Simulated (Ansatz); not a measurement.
A calculation with Ansatz (development build ahead of 0.2.0).

```yaml
crystal:
  periodic: [false, false, false]
  atoms:
    - { symbol: Si, position_ang: [0.0, 0.0, -0.82947] }
    - { symbol: S, position_ang: [0.0, 0.0, 0.82947] }
basis:
  gaussian: { orbitals: "6-31G" }
hamiltonian:
  xc: hf
correlation:
  method: ccsd_t
  frozen_orbitals: { S: 5, Si: 5 }
```

The input is written out in the form of the current development build from the run's settings.

Results

* Converged: yes
* Reference energy: -686.27671 hartree
* Correlation energy: -0.10675 hartree
* Total energy: -686.38345 hartree
